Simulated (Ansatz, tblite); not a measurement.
Forces on MgCl2⁺ at its r2SCAN-D4/def2-TZVP geometry. Charge 1, multiplicity 2.

The xTB rows come from tblite. The structure comes from a short search, and lower isomers may exist.

GFN1-xTB (tblite), largest force 0.80 eV/Å:

```xyz
3
positions Å, forces eV/Å
Mg   -0.690    0.261   -0.861    0.487   -0.184    0.608
Cl    0.513    1.271    0.720   -0.272   -0.144   -0.353
Cl    0.176   -1.531    0.141   -0.215    0.329   -0.255
```

GFN2-xTB (tblite), largest force 0.51 eV/Å:

```
Mg 0.313 -0.118 0.391
Cl -0.174 -0.085 -0.225
Cl -0.139 0.204 -0.166
```

PBE0-D4/def2-TZVP (Ansatz), largest force 0.13 eV/Å:

```
Mg 0.021 -0.008 0.027
Cl -0.026 -0.125 -0.040
Cl 0.005 0.134 0.013
```
